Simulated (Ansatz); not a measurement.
Pyrite RuS2 was calculated with LDA in Ansatz (PAW).

Run with plane-wave cutoff 520 eV, 6×6×6 k mesh, perturbation theory, no spin polarisation, scalar-relativistic PAW data made under PBE.

Cell (relaxed at this level):

```
CELL_PARAMETERS angstrom
      5.54971     0.00000     0.00000
      0.00000     5.54971     0.00000
      0.00000     0.00000     5.54971
ATOMIC_POSITIONS crystal
  Ru 0.00000 0.50000 0.50000
  Ru 0.50000 0.00000 0.50000
  Ru 0.00000 0.00000 0.00000
  Ru 0.50000 0.50000 0.00000
  S  0.61386 0.88614 0.11386
  S  0.11386 0.61386 0.88614
  S  0.61386 0.61386 0.61386
  S  0.38614 0.38614 0.38614
  S  0.88614 0.11386 0.61386
  S  0.88614 0.38614 0.11386
  S  0.11386 0.88614 0.38614
  S  0.38614 0.11386 0.88614
```

**Question.** Give the computed electronic dielectric constant ε∞ and static dielectric constant.

**Answer.** 
electronic dielectric constant ε∞: 16.5
static dielectric constant: 21.0

Cost on a shared machine: roughly 50 core-minutes.

Ansatz is a first-principles code.
